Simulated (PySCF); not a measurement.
BCl and its ions

PBE0; B 6-311G(d,p), Cl 6-311G(d,p); no relativity (PySCF 2.14). Neutral (UKS): singlet (closed shell), Re = 1.725 Å, ωe = 838 cm⁻¹, De = 5.25 eV, HOMO -7.54 eV, LUMO -1.88 eV.

BCl⁺ (UKS): doublet (σ ↑), Re = 1.599 Å, ωe = 1162 cm⁻¹, De = 4.12 eV to B⁺ + Cl. The energies at the minima are -484.80458 hartree for BCl and -484.44587 for BCl⁺.

Question: Work out the adiabatic ionisation energy, without and with harmonic zero-point energies (1 hartree = 27.2114 eV, 1 eV = 8065.5 cm⁻¹), and the change of the bond length.

Answer: At PBE0: 0.35871 hartree = 9.761 eV between the minima; the zero-point term (1162.0 − 838.0)/2 cm⁻¹ = +0.020 eV makes it 9.781 eV. Re changes by -12.6 pm against the neutral. Minus the HOMO energy is 7.54 eV, -2.22 eV from the value between the minima; self-interaction puts the Kohn–Sham level too high, less so with exact exchange. The electron leaves a σ orbital, and the shorter bond of the ion fits an antibonding orbital, or a change in how ionic the bond is.

For an ion De counts to the pair picked by the measured ionisation energies or electron affinities, which need not be the lowest pair at this level. States were picked by a PBE0 search and need not be the measured ground states.
